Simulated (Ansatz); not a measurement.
CH3O (SMILES C=[OH+]), charge 1, multiplicity 1, relaxed at each level with Ansatz (a quantum-chemistry and plane-wave program); harmonic frequencies from differences of analytic forces, average atomic masses, frozen cores.

```
mode  PBE/def2-TZVPP (cm⁻¹)  r2SCAN/def2-TZVPP (cm⁻¹)  B3LYP/def2-TZVPP (cm⁻¹)  PBE0/def2-TZVPP (cm⁻¹)  wB97X-V/def2-TZVPP (cm⁻¹)  CCSD(T)/cc-pVTZ (cm⁻¹)
----  ---------------------  ------------------------  -----------------------  ----------------------  -------------------------  ----------------------
1                      1009                      1031                     1021                    1030                       1024              (withheld)
2                      1082                      1116                     1112                    1114                       1116                    1119
3                      1195                      1243                     1247                    1248                       1255                    1246
4                      1341                      1382                     1377                    1382                       1385                    1398
5                      1436                      1481                     1480                    1484                       1484              (withheld)
6                      1611                      1656                     1665                    1692                       1691                    1663
7                      3003                      3071                     3078                    3091                       3102                    3108
8                      3146                      3219                     3220                    3234                       3244                    3253
9                      3465                      3573                     3578                    3629                       3634              (withheld)
```

Problem. Modes are in rising order at each level. Fill in the missing entries.

Solution. 
- 9, CCSD(T)/cc-pVTZ (cm⁻¹): 3615
- 1, CCSD(T)/cc-pVTZ (cm⁻¹): 1037
- 5, CCSD(T)/cc-pVTZ (cm⁻¹): 1487
